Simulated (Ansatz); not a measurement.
A calculation with Ansatz (development build ahead of 0.2.0).

```yaml
crystal:
  periodic: [false, false, false]
  atoms:
    - { symbol: B, position_ang: [0.35693, -0.03036, 0.81492] }
    - { symbol: B, position_ang: [-0.35641, 0.01925, -0.82231] }
    - { symbol: H, position_ang: [-0.36209, 0.88757, 0.18125] }
    - { symbol: H, position_ang: [0.36261, -0.89872, -0.18858] }
    - { symbol: H, position_ang: [-0.2879, -0.47836, 1.71561] }
    - { symbol: H, position_ang: [1.46518, 0.38551, 0.97795] }
    - { symbol: H, position_ang: [-1.46473, -0.39649, -0.98533] }
    - { symbol: H, position_ang: [0.28844, 0.46733, -1.72296] }
basis:
  gaussian: { orbitals: def2-SVP }
magnetization:
  spin_polarized: true
  initial_magnetization: 2
hamiltonian:
  xc: hf
output:
  forces: true
```

The input is written out in the form of the current development build from the run's settings.

Output:

| Quantity | Value |
| --- | --- |
| Converged | yes |
| Total energy | -52.50583 hartree |
| Spin squared of the determinant | 2.031 |
| Stability test | minimum |

Forces (eV/Å):
| atom | Fx | Fy | Fz |
| --- | --- | --- | --- |
| B1 | 0.623 | 1.042 | -3.815 |
| B2 | -0.775 | -0.182 | -0.637 |
| H3 | -0.208 | -0.008 | -0.174 |
| H4 | -0.181 | -0.075 | -0.188 |
| H5 | -0.434 | -0.761 | 2.828 |
| H6 | 0.863 | -0.058 | 1.971 |
| H7 | -0.189 | -0.081 | 0.019 |
| H8 | 0.302 | 0.123 | -0.003 |

Caution: the determinant breaks the point group.
